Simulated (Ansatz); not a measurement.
`N=C=CC(=N)O`. Charge 0, multiplicity 1.

```json
{"atom": "N1", "x (Å)": "-2.582", "y (Å)": "0.362", "z (Å)": "-0.431"}
{"atom": "C2", "x (Å)": "-1.462", "y (Å)": "0.525", "z (Å)": "-0.005"}
{"atom": "C3", "x (Å)": "-0.227", "y (Å)": "0.790", "z (Å)": "0.359"}
{"atom": "C4", "x (Å)": "0.897", "y (Å)": "-0.074", "z (Å)": "0.036"}
{"atom": "N5", "x (Å)": "2.071", "y (Å)": "0.227", "z (Å)": "0.406"}
{"atom": "O6", "x (Å)": "0.511", "y (Å)": "-1.168", "z (Å)": "-0.669"}
{"atom": "H7", "x (Å)": "-3.235", "y (Å)": "-0.183", "z (Å)": "0.127"}
{"atom": "H8", "x (Å)": "-0.024", "y (Å)": "1.682", "z (Å)": "0.936"}
{"atom": "H9", "x (Å)": "2.762", "y (Å)": "-0.462", "z (Å)": "0.115"}
{"atom": "H10", "x (Å)": "1.289", "y (Å)": "-1.699", "z (Å)": "-0.872"}
```

Problem. Give the diagnostics of a CCSD(T)/def2-TZVPP run (frozen core, the Gaussian-basis code of Ansatz). (Estimate.)

Solution. Computed: T1 = 0.0152, largest single amplitude 0.034, largest double 0.054, (T) share of the correlation energy 4.6 %, 10 CCSD cycles. The RHF solution is stable towards an unrestricted one. T1 lies under the customary mark of 0.02 for closed shells.
